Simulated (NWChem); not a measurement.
Program: NWChem. System: methane (CH₄), charge 0, spin multiplicity 1, at a geometry optimised with PBE0/def2-SVP. Level: HF/6-31G* (spherical d).

Job file:

```
start mol
memory heap 200 mb stack 800 mb global 1000 mb
geometry units angstroms nocenter noautoz
  C      0.000000     0.000000    -0.000000
  H      0.000000     0.896585     0.633980
  H      0.000000    -0.896585     0.633980
  H     -0.896586     0.000000    -0.633979
  H      0.896586     0.000000    -0.633979
  symmetry group C2v
end
basis spherical
  * library 6-31g*
end
dft
  xc hfexch
  semidirect memsize 60000000 filesize 0
  iterations 100
end
property
  dipole
  response 1 0.0428
end
task dft property
```

Output (cleaned and shortened):

```
             Northwest Computational Chemistry Package (NWChem) 7.3.0
             --------------------------------------------------------

                                NWChem Input Module
                                -------------------

 Scaling coordinates for geometry "geometry" by  1.889725989
 (inverse scale =  0.529177249)

 Turning off AUTOSYM since
 SYMMETRY directive was detected!

                             Geometry "geometry" -> ""
                             -------------------------

 Output coordinates in angstroms (scale by  1.889725989 to convert to a.u.)

  No.       Tag          Charge          X              Y              Z
 ---- ---------------- ---------- -------------- -------------- --------------
    1 C                    6.0000     0.00000000     0.00000000     0.00000000
    2 H                    1.0000     0.00000000     0.89658500     0.63398000
    3 H                    1.0000     0.00000000    -0.89658500     0.63398000
    4 H                    1.0000    -0.89658600     0.00000000    -0.63397900
    5 H                    1.0000     0.89658600     0.00000000    -0.63397900

 Effective nuclear repulsion energy (a.u.)      13.3364408017

            Nuclear Dipole moment (a.u.)
            ----------------------------
        X                 Y               Z
 ---------------- ---------------- ----------------
     0.0000000000     0.0000000000     0.0000037795

      Symmetry information
      --------------------

 Group name             C2v
 Group number             16
 Group order               4
 No. of unique centers     3

      Symmetry unique atoms

     1    2    4


 Summary of "ao basis" -> "" (spherical)
 ------------------------------------------------------------------------------
       Tag                 Description            Shells   Functions and Types
 ---------------- ------------------------------  ------  ---------------------
 *                           6-31g*                   on all atoms

  xc_inp: hfexch multiplicative factor not found.
                              NWChem Property Module
[...]
     2   1 0 1      0.000000      0.000000      0.000000      0.000000
     2   0 2 0     -6.261131     -6.001218     -6.001218      5.741305
     2   0 1 1      0.000000      0.000000      0.000000      0.000000
     2   0 0 2     -6.261141     -6.001206     -6.001206      5.741272

 *** CALLING NEW AORESP DRIVER FOR CLOSED AND OPEN SHELLS ***
 Entering AOResponse driver routine

--------------------------------------------------------------------------------

          ****************
          *** RESPONSE ***
          ****************

 Response module for NWChem and dynamic CPKS solver

          -----------------------------------------------
          Solving response equations for perturbing field
          -----------------------------------------------

 number of frequencies:     1
 frequency in a.u.:  0.4280000E-01
 Perturbing field: electric
 Using El. Dipole Length Gauge

 Setting up CPKS with frequency omega =      0.04280000 a.u.

                            NWChem Dynamic CPHF Module
                            --------------------------

    scftype = RHF
    nclosed =    5
      nopen =    0
  variables =      170
  num. vecs =        3
  tolerance =   1.0D-04
  max. iter =   50

 SCF residual:    1.5663502290213629E-006

Iterative solution of linear equations
  No. of variables      170
  No. of equations        3
  Maximum subspace       30
       Convergence  1.0D-04

 ga_lkain filestub:cphf_sol
 ga_lkain filesoln:./mol.cphf_sol

   iter   nsub   residual    time
   ----  ------  --------  ---------
     1      3    9.27D-01       0.2
     2      6    1.82D-01       0.2
     3      9    3.08D-02       0.3
     4     12    4.59D-03       0.3
     5     15    6.60D-04       0.4
     6     18    5.54D-05       0.5

 Electric Dipole Response Matrix (nonzero elements):

              1        2        3
    1   12.5590   0.0000  -0.0000
    2    0.0000  12.5590  -0.0000
    3   -0.0000  -0.0000  12.5590

 ------------------------------------------
 average:        12.55902 + I       0.00000

 DFT Linear Response polarizability / au
 Frequency  =       0.0428000 / au
 Wavelength =    1064.5643224 / nm
              X              Y              Z
 -----------------------------------------------
 X      12.5590445      0.0000000     -0.0000000
 Y       0.0000000     12.5590317     -0.0000000
 Z      -0.0000000     -0.0000000     12.5589842
 -----------------------------------------------
 Eigenvalues =      12.5590445     12.5590317     12.5589842
 Isotropic   =      12.5590201
 Anisotropic =       0.0000550
 -----------------------------------------------

 Magnetic Dipole Response Matrix (nonzero elements):
 Optical rotation tensor Beta

              1        2        3
    1    0.0000  -0.0000   0.0000
    2   -0.0000   0.0000  -0.0000
    3   -0.0000   0.0000  -0.0000

 ------------------------------------------
 average:         0.00000 + I       0.00000

 Exiting AOResponse driver routine

          -------------
          Dipole Moment
          -------------

 Center of charge (in au) is the expansion point
         X =       0.0000000 Y =       0.0000000 Z =       0.0000004

   Dipole moment        0.0000003620 A.U.
             DMX       -0.0000000000 DMXEFC        0.0000000000
             DMY        0.0000000000 DMYEFC        0.0000000000
             DMZ        0.0000003620 DMZEFC        0.0000000000
   -EFC- dipole         0.0000000000 A.U.
   Total dipole         0.0000003620 A.U.

   Dipole moment        0.0000009200 Debye(s)
             DMX       -0.0000000000 DMXEFC        0.0000000000
             DMY        0.0000000000 DMYEFC        0.0000000000
             DMZ        0.0000009200 DMZEFC        0.0000000000
   -EFC- dipole         0.0000000000 DEBYE(S)
   Total dipole         0.0000009200 DEBYE(S)

 1 a.u. = 2.541766 Debyes

 Task  times  cpu:        0.5s     wall:        0.5s

 Total times  cpu:        0.5s     wall:        0.5s
```
